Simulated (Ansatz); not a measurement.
# C₃H₅O radical: small, medium and large basis sets

An exercise on one series of results from a longer session: the logs are not shown, and one member is left open.

The runs use Ansatz 0.2.0, Gaussian basis; one geometry, several basis sets.

Plan: PBE0-D4/def2-SVP; ωB97M-V/def2-SVP; PBE0-D4/def2-QZVPP; ωB97M-V/def2-QZVPP; the functionals' def2-TZVPP values are taken from earlier runs.

### The relaxed structure

The geometry comes from an earlier relaxation with PBE0-D4 in a triple-zeta def2 set; it is a stationary point, not always the lowest conformer.

SMILES `[CH2]C(C)=O`, 9 atoms, charge 0, spin multiplicity 2.

Atoms are counted from 1 here; the program's logs count them from 0.

Bond lengths: C1–C2 1.431 Å, C1–H5 1.083 Å, C1–H6 1.083 Å, C2–C3 1.509 Å, C2–O4 1.229 Å, C3–H7 1.092 Å, C3–H8 1.092 Å, C3–H9 1.090 Å. Angles: C2–C1–H5 118.4°, C2–C1–H6 122.2°, H5–C1–H6 119.4°, C1–C2–C3 119.4°, C1–C2–O4 120.1°, C3–C2–O4 120.4°, C2–C3–H7 109.0°, C2–C3–H8 109.0°, C2–C3–H9 113.1°, H7–C3–H8 107.2°, H7–C3–H9 109.2°, H8–C3–H9 109.2°.

The first run:

in.yaml reads:

```yaml
crystal:
  periodic: [false, false, false]
  atoms:
    - {symbol: C, position_ang: [-0.780537, 1.000435, -0.616759]}
    - {symbol: C, position_ang: [0.086968, -0.136328, -0.564055]}
    - {symbol: C, position_ang: [0.540496, -0.661008, 0.775898]}
    - {symbol: O, position_ang: [0.457742, -0.678613, -1.603086]}
    - {symbol: H, position_ang: [-1.095776, 1.362773, -1.587191]}
    - {symbol: H, position_ang: [-1.127201, 1.503869, 0.277221]}
    - {symbol: H, position_ang: [0.234726, -1.704948, 0.870400]}
    - {symbol: H, position_ang: [1.631502, -0.639796, 0.814808]}
    - {symbol: H, position_ang: [0.140480, -0.092585, 1.615562]}
basis:
  gaussian: {orbitals: def2-SVP}
magnetization: {spin_polarized: true, initial_magnetization: 1}
hamiltonian: {xc: pbe0, dispersion: d4}
output: {orbitals: {seedname: orbitals}}
```

Run with:

```sh
ansatz run in.yaml --threads 4 --pin off --events-out ev --progress --plain --max-ram 10444MiB
```

Among the steps run: PBE0-D4 in def2-SVP; ωB97M-V in def2-SVP; PBE0-D4 in def2-QZVPP; ωB97M-V in def2-QZVPP.

One table of the session follows, with a row left open; its other results are not shown here.

It belongs to the step «Density functionals: the series». 

| functional | basis | HOMO (eV) | LUMO (eV) |
| --- | --- | --- | --- |
| PBE0-D4 | def2-SVP | ? | ? |
| PBE0-D4 | def2-TZVPP | -7.32 | -3.34 |
| PBE0-D4 | def2-QZVPP | -7.36 | -3.37 |
| ωB97M-V | def2-SVP | -9.54 | -1.03 |
| ωB97M-V | def2-TZVPP | -9.70 | -1.32 |
| ωB97M-V | def2-QZVPP | -9.73 | -1.39 |

**Question.** Estimate the row for PBE0-D4, def2-SVP.

As computed: HOMO (eV): -7.15; LUMO (eV): -3.14. In the column «HOMO (eV)» it is the highest.
